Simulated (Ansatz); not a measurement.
# C3H8FN: a ladder of functionals and wavefunction methods

An exercise on one series of results from a longer session: the logs are not shown, and one member is left open.

Program: Ansatz 0.2.0, Gaussian basis. Level of theory: functionals in def2-TZVPP, the program's frozen cores in correlated methods. These are calculated values, not measurements.

Plan: PBE-D4, r2SCAN-D4, PBE0-D4, B3LYP-D4, ωB97X-V, ωB97M-V, B2PLYP; CCSD(T)/def2-TZVPP; MP2/def2-QZVPP; extrapolation to the limit.

**The geometry**

An earlier PBE0-D4 in a triple-zeta def2 set relaxation fixed the geometry.

SMILES `CCC(N)F`, 13 atoms, charge 0, spin multiplicity 1.

Atoms are counted from 1 here; the program's logs count them from 0.

Bond lengths: C1–C2 1.517 Å, C1–H6 1.092 Å, C1–H7 1.091 Å, C1–H8 1.094 Å, C2–C3 1.511 Å, C2–H9 1.093 Å, C2–H10 1.096 Å, C3–N4 1.408 Å, C3–F5 1.416 Å, C3–H11 1.095 Å, N4–H12 1.011 Å, N4–H13 1.012 Å. Angles: C2–C1–H6 110.9°, C2–C1–H7 111.0°, C2–C1–H8 111.1°, H6–C1–H7 108.2°, H6–C1–H8 107.6°, H7–C1–H8 107.8°, C1–C2–C3 113.3°, C1–C2–H9 110.8°, C1–C2–H10 110.3°, C3–C2–H9 107.4°, C3–C2–H10 107.9°, H9–C2–H10 106.9°, C2–C3–N4 112.1°, C2–C3–F5 107.7°, C2–C3–H11 111.2°, N4–C3–F5 111.7°, N4–C3–H11 109.2°, F5–C3–H11 104.6° and more.

Geometry (Å):

```xyz
13
charge 0, multiplicity 1
C    -1.02065    1.25692   -0.66236
C    -0.03458    0.62070    0.29926
C     0.18062   -0.85273    0.04513
N     1.08740   -1.42076    0.96065
F     0.62380   -0.99960   -1.29173
H    -1.14787    2.31890   -0.44386
H    -0.67937    1.15988   -1.69386
H    -2.00354    0.78336   -0.58863
H    -0.37591    0.72791    1.33220
H     0.93888    1.12039    0.23102
H    -0.76443   -1.40443    0.08565
H     1.23808   -2.40479    0.78708
H     1.97809   -0.94065    0.95426
```

Set-up of the first run:

Input file in.yaml:

```yaml
crystal:
  periodic: [false, false, false]
  atoms:
    - {symbol: C, position_ang: [-1.020653, 1.256924, -0.662358]}
    - {symbol: C, position_ang: [-0.034585, 0.620703, 0.299258]}
    - {symbol: C, position_ang: [0.180620, -0.852731, 0.045129]}
    - {symbol: N, position_ang: [1.087396, -1.420760, 0.960648]}
    - {symbol: F, position_ang: [0.623802, -0.999595, -1.291733]}
    - {symbol: H, position_ang: [-1.147873, 2.318897, -0.443864]}
    - {symbol: H, position_ang: [-0.679373, 1.159882, -1.693860]}
    - {symbol: H, position_ang: [-2.003536, 0.783356, -0.588629]}
    - {symbol: H, position_ang: [-0.375911, 0.727909, 1.332203]}
    - {symbol: H, position_ang: [0.938882, 1.120387, 0.231021]}
    - {symbol: H, position_ang: [-0.764427, -1.404432, 0.085648]}
    - {symbol: H, position_ang: [1.238075, -2.404793, 0.787080]}
    - {symbol: H, position_ang: [1.978085, -0.940646, 0.954256]}
basis:
  gaussian: {orbitals: def2-TZVPP}
hamiltonian: {xc: pbe, dispersion: d4}
output: {forces: true, orbitals: {seedname: orbitals}}
```

Command:

```
$ ansatz run in.yaml --threads 4 --pin off --events-out ev --progress --plain --max-ram 10444MiB
```

Steps of the session up to this table: PBE-D4 (GGA); r2SCAN-D4 (meta-GGA); PBE0-D4 (hybrid); B3LYP-D4 (hybrid); ωB97X-V (range-separated); ωB97M-V (range-separated); B2PLYP (double hybrid); CCSD(T) in def2-TZVPP; MP2 in def2-QZVPP.

One table of the session follows, with a row left open; its other results are not shown here.

```
            method  atomisation energy (kJ/mol)
            PBE-D4                       5108.2
         r2SCAN-D4                       4992.7
           PBE0-D4                       5016.8
          B3LYP-D4                       5000.5
           ωB97X-V                       5006.3
           ωB97M-V                       5010.8
            B2PLYP                       4946.9
     HF/def2-TZVPP                       3625.1
    MP2/def2-TZVPP                       4930.6
   CCSD/def2-TZVPP                            ?
CCSD(T)/def2-TZVPP                       4867.7
           MP2/CBS                       5053.6
       CCSD(T)/CBS                       4990.7
```

Q: Estimate the row for CCSD/def2-TZVPP from the others.

**Answer.** atomisation energy (kJ/mol): 4801.1. In the column «atomisation energy (kJ/mol)» it lies between HF/def2-TZVPP (3625.1) and CCSD(T)/def2-TZVPP (4867.7).
